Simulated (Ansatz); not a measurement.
Geometry optimisation, UHF/def2-SVP (Ansatz 0.2.0).

The input (input.yaml):

```yaml
crystal:
  periodic: [false, false, false]
  atoms:
    - { symbol: B, position_ang: [0.037176, -0.608482, -0.529085] }
    - { symbol: H, position_ang: [0.136734, -0.107849, 1.816816] }
    - { symbol: "N", position_ang: [1.292101, -0.083555, -0.832778] }
    - { symbol: H, position_ang: [2.143091, -0.580399, -0.683975] }
    - { symbol: H, position_ang: [1.404905, 0.826778, -1.236481] }
    - { symbol: O, position_ang: [-1.106781, 0.07593, -0.747551] }
    - { symbol: H, position_ang: [-1.891527, -0.386217, -0.503676] }
    - { symbol: H, position_ang: [-0.022699, 0.017093, 2.500231] }
magnetization:
  spin_polarized: true
  initial_magnetization: 1
basis:
  gaussian: { orbitals: def2-SVP }
hamiltonian:
  xc: hf
relax:
  f_tol: 0.03
  max_steps: 50
```

Command:

```bash
$ ansatz run input.yaml --threads 1 --pin off --max-ram 2048MiB --backend cpu --events-out ev --progress --plain --runs-dir out
```

Task: Where does it end, and by what steps?

Result: The run converged. The force dipped under the threshold on the way, but the program's further checks kept it going. After 19 steps the energy has fallen by 0.144 eV; H7 moved furthest, 1.25 Å.

```tsv
step	energy less start (eV)	largest force component (eV/Å)	accepted
0	0.0000	1.455	yes
1	-0.0843	0.328	yes
2	-0.1112	0.210	yes
3	-0.0946	1.242	no
4	-0.1178	0.100	yes
5	-0.1224	0.128	yes
6	-0.1267	0.067	yes
7	-0.1285	0.314	yes
8	-0.1325	0.145	yes
9	-0.1340	0.131	yes
10	-0.1372	0.011	yes
11	-0.1123	1.303	no
12	-0.1386	0.105	yes
13	-0.1402	0.137	yes
14	-0.1413	0.112	yes
15	-0.1426	0.122	yes
16	-0.1432	0.104	yes
17	-0.1437	0.060	yes
18	-0.1439	0.038	yes
19	-0.1440	0.023	yes
```

```xyz
8
Properties=species:S:1:pos:R:3
B -0.204 -0.717 -1.041
H 0.756 0.093 2.434
N 0.979 -0.113 -0.615
H 1.776 -0.627 -0.307
H 1.107 0.880 -0.640
O -1.262 -0.004 -1.485
H -2.007 -0.526 -1.736
H 0.849 0.166 3.173
```

Run time: 18 s on 1 thread of Arm Neoverse V2, with other jobs on the host, peak memory 0.12 GiB.
